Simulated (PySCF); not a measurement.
## Level of theory and gas-phase deprotonation enthalpies: butyronitrile

Structure: `CCCC#N` (C4H7N). Non-hydrogen atoms are numbered in `[CH3:1][CH2:2][CH2:3][C:4]#[N:5]`.

All levels share the PBE0-D3(BJ)/ma-def2-SVP structures and the GFN2-xTB thermal terms; only the single-point energies (PySCF) change. Values are gas-phase deprotonation enthalpies (298 K, kJ/mol).

```jsonl
{"level": "M06-2X/ma-def2-TZVP (grid 3)", "C3": "1557", "C2": "1662", "time": "69 s"}
{"level": "PBE0-D3(BJ)/aug-pcseg-1", "C3": "1558", "C2": "1664", "time": "21 s"}
{"level": "PBE0-D3(BJ)/ma-def2-TZVP", "C3": "1561", "C2": "1669", "time": "–"}
{"level": "PBE0-D3(BJ)/6-31+G*", "C3": "1562", "C2": "1672", "time": "9.2 s"}
{"level": "PBE0-D3(BJ)/def2-SV(P)", "C3": "1587", "C2": "1701", "time": "6.3 s"}
{"level": "PBE0-D3(BJ)/def2-SVP", "C3": "1593", "C2": "1706", "time": "8.1 s"}
```

Times are wall times for all single points of a level on 1 thread of Intel Xeon Platinum 8488C, a shared host; the dash marks the run that also made the structures.

The widest spread is that of C2: 45 kJ/mol, from 1662 to 1706.

Note: C1 is not listed: the run failed or kept an imaginary mode, or the ion rearranged or equalled another.

Bases without diffuse functions serve anions poorly.

Differences come from unrounded values, so a last digit can differ from that of the printed terms.
